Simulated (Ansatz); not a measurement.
Results of revPBE in Ansatz (plane waves, PAW) for bcc Rb.

Numerical settings: plane-wave cutoff 520 eV, 14×14×14 k mesh, Fermi–Dirac smearing 0.05 eV, scalar-relativistic PAW data made under PBE.

Cell (relaxed at this level):

```yaml
crystal:
  lattice:
    - [-2.91653, 2.91653, 2.91653]
    - [2.91653, -2.91653, 2.91653]
    - [2.91653, 2.91653, -2.91653]
  atoms:
    - { symbol: Rb, position: [0.00000, 0.00000, 0.00000] }
```

### Question
Give the computed bulk modulus and pressure derivative B′ of the bulk modulus.

### Answer

- bulk modulus: 2.38 GPa
- pressure derivative B′ of the bulk modulus: 3.7

The run finds no gap.

Measured, for comparison: bulk modulus 2.92 GPa (corrected for temperature and zero-point phonon effects, our sources range from 2.92 to 3.60; as tabulated in Levämäki et al. (2014), arXiv:1402.3671). Computed (rounded) less measured: bulk modulus not scored (sources differ).

Computed values are for the static lattice.

Ansatz is a first-principles code.
